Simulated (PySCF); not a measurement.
Do core-level shifts follow atomic charges?

Compound: C4H7OP.
Z-matrix (Å and degrees, GFN2-xTB geometry), rows numbered from 1:
```
O 
P   1  1.4634
C   2  1.8069  1  119.48
C   3  1.3265  2  110.77  1   136.05
C   4  1.5000  3  117.63  2     1.42
C   5  1.5303  4  108.13  3   -16.90
H   2  1.3982  1  113.36  3  -124.57
H   3  1.0767  2  123.74  1   -42.63
H   4  1.0804  3  123.93  2  -179.89
H   5  1.0921  4  110.75  3  -139.62
H   5  1.0940  4  108.42  3   103.06
H   6  1.0893  2  113.16  1    90.16
H   6  1.0942  2  105.56  1   -27.83
```

Binding energies: delta-SCF UKS SCAN, pcX-2 on the ionised atom, pcseg-1 elsewhere, spin-free X2C (PySCF 2.14.0). Charges: PBE0/pcSseg-1 ground-state density, for the ionised atom.

```
atom                     environment  C 1s (eV)  Mulliken (e)  IAO (e)  Hirshfeld (e)  ESP (e)
  C3                alkene CH carbon     290.41        -0.405   -0.451         -0.106   -0.422
  C6  sp3 carbon bound to phosphorus     290.87        -0.503   -0.528         -0.111   -0.382
  C4                alkene CH carbon     291.08        -0.108   -0.107         -0.018   -0.110
  C5                  allylic carbon     291.38        -0.198   -0.270         -0.065   +0.093
```

How well does each charge scheme correlate with the binding energies over these sites?

ESP: r = 0.91, slope 1.5 eV per e; Mulliken: r = 0.63, slope 1.4 eV per e; Hirshfeld: r = 0.59, slope 5.6 eV per e; IAO: r = 0.58, slope 1.3 eV per e. ESP charges have the highest r, on only 4 points.

The point-charge model writes a binding energy as kq + V + constant, with V the potential of the other atoms' charges at the site. What does it give with the Hirshfeld charges?

V = Σ 14.40 eV Å × q/r over all other atoms: +1.95 eV at C3, +2.23 eV at C6, +0.50 eV at C4, +1.36 eV at C5. Fitting binding energy − V to q gives k = 23.2 eV per e and leaves an rms residual of 0.23 eV, against 0.28 eV for the fit on q alone. The model has no term for differences in relaxation between sites.

Isolated species at its GFN2-xTB geometry (one conformer only).
